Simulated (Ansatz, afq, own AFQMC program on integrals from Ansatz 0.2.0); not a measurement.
# NaGe⁺, triplet: AFQMC among the cluster methods

```xyz
2

Ge    0.0000    0.0000    0.0000
Na    0.0000    0.0000    3.2116
```

Basis cc-pVDZ. Noble-gas cores (and the filled d shells of Ga–Kr and In–Xe) are frozen. Ansatz 0.2.0 and our own AFQMC program on the same integrals; the CISD trial comes from CCSD amplitudes, and released means the phaseless constraint is let go. Free projection: walkers drawn from exp(T), propagated without any constraint. Its projection time is finite, and what remains of the start isn't in its error. Uncertainties: one standard error, sampling alone. No spin–orbit coupling.

Determinant: UHF, the one that the program's search chose, which needn't be the lowest solution. The geometry is a PBE0/def2-TZVP stationary point of this or a neighbouring charge and spin state.

Full CI on the same integrals is exact in this basis and with this determinant's frozen core.

Cautions: no relativity below Rb; no spin-orbit coupling; inner d shell frozen; lower spins were not checked.

```
T1 diagnostic                               : 0.0098
weight of the determinant in the CISD state : 0.946
⟨S²⟩ of the determinant                     : 2.009
size of the correlated space                : 4 electrons in 26 orbitals
```

Reference: full CI, correlation energy -1.566 eV. The released energy is read at 2.40 1/Eh (meV from the phaseless value at times in 1/Eh: -0.3 ± 1.4 at 0.24, -0.9 ± 1.3 at 0.51, -1.5 ± 1.1 at 0.99, -3.0 ± 1.7 at 1.62, -3.5 ± 1.4 at 2.40).

| level | E − E(reference) (kJ/mol) | share of correlation (%) |
| --- | --- | --- |
| HF | 151.1 | 0.00 |
| MP2 | 45.2 | 70.09 |
| CCSD | 3.1 | 97.94 |
| CCSD(T) | 0.9 | 99.40 |
| CCSDT | 0.1 | 99.93 |
| CCSDT(Q) | 0.0 | 99.98 |
| ph-AFQMC/CISD | 0.4 ± 0.1 | 99.72 |
| released AFQMC | 0.1 ± 0.1 | 99.95 |
| free AFQMC | 0.0 ± 0.1 | 99.99 |

CCSDT and higher add their correlation energy to the determinant of the CCSD(T) run, since their own runs factorise the integrals more tightly (a shift of under 2 meV). Free projections are given only where their last times agree within the noise and don't stop above the reference; a slow remainder of the start can still hide under it. Released energies are given only where the last usable release times agree within the noise; a slower fall can still hide under it.
